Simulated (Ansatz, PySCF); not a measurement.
This PySCF input computes a CCSD(T)/cc-pVDZ energy:

```python
from pyscf import gto, scf, mp, cc as ccmod

mol = gto.M(
    atom='''
    C     0.05713489    0.62201518    0.05144694
    N    -0.00528734   -0.81344612    0.05212403
    H    -0.94857585    1.06891843    0.03510111
    H    -0.51054075   -1.09359063   -0.79570070
    H     0.58587122    0.98412688    0.93348780
    H     0.56744742    1.00257708   -0.84643810
    ''',
    basis='cc-pvdz',
    charge=0,
    spin=1,
    verbose=4,
)

mf = scf.UHF(mol)
mf.conv_tol = 1e-10
mf.max_cycle = 100
mf.kernel()
mo, _, stable, _ = mf.stability(return_status=True)
if not stable:
    mf.kernel(mf.make_rdm1(mo, mf.mo_occ))
mp2 = mp.MP2(mf, frozen=2).run()
cc = ccmod.CCSD(mf, frozen=2)
cc.max_cycle = 100
cc.kernel()
et = cc.ccsd_t()
print(f'E(CCSD(T)) = {cc.e_tot + et:.9f}')
```

Question: Write an input for the same energy in Ansatz (a program for electronic structure) and say what it gives.

Answer: 
Ansatz 0.2 input:
```yaml
crystal:
  periodic: [false, false, false]
  atoms:
    - {symbol: C, position_ang: [0.05713489, 0.62201518, 0.05144694]}
    - {symbol: N, position_ang: [-0.00528734, -0.81344612, 0.05212403]}
    - {symbol: H, position_ang: [-0.94857585, 1.06891843, 0.03510111]}
    - {symbol: H, position_ang: [-0.51054075, -1.09359063, -0.79570070]}
    - {symbol: H, position_ang: [0.58587122, 0.98412688, 0.93348780]}
    - {symbol: H, position_ang: [0.56744742, 1.00257708, -0.84643810]}
basis:
  gaussian:
    orbitals: cc-pVDZ
magnetization: {spin_polarized: true, initial_magnetization: 1}
correlation: {method: ccsd_t, electrons: outside_noble_gas}
```
It gives -94.92671 Eh, and PySCF -94.92671 Eh, a difference of 0.00 mEh.

It need not be the lowest isomer of its formula.
